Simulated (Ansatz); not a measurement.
Relaxing cobalt (hcp)

Computed with DFT, RPBE, plane waves (420 eV) with PAW, scalar-relativistic in Ansatz 0.2.0. The PAW files were generated under PBE, with cores re-solved for the functional.

k-point mesh 14×14×8, Fermi-Dirac smearing 0.1 eV, no spin polarisation. Cell and atoms relax.

Starting structure:

```xyz
2
Lattice="2.5071 0.0000 0.0000 -1.2535 2.1712 0.0000 0.0000 0.0000 4.0686" Properties=species:S:1:pos:R:3 pbc="T T T"
Co    0.0000    1.4475    1.0171
Co    1.2535    0.7237    3.0514
```

**Question.** What cell does the relaxation end in?

**Answer.** P6_3/mmc with a = 2.478 Å, c = 3.993 Å (c/a = 1.611); 10.62 Å³ per atom against 11.07 at the start (-4.1 %).

**Question.** How much energy does the relaxation gain?

**Answer.** 13.4 meV per atom.

Path of the relaxation (the plane waves are chosen anew near the end, which can shift the energy a little):

| step | E − E(final) (meV/atom) | V (Å³/atom) | P (GPa) | max force (eV/Å) |
| --- | --- | --- | --- | --- |
| 0 | 13.41 | 11.074 | -8.78 | 0.000 |
| 1 | 2.49 | 10.815 | -4.08 | 0.000 |
| 2 | -0.38 | 10.599 | 0.38 | 0.000 |
| 3 | -0.39 | 10.617 | -0.01 | 0.000 |
| 4 | 0.00 | 10.617 | -0.01 | 0.000 |

Spin polarisation is off here; a magnetic state may lie lower.
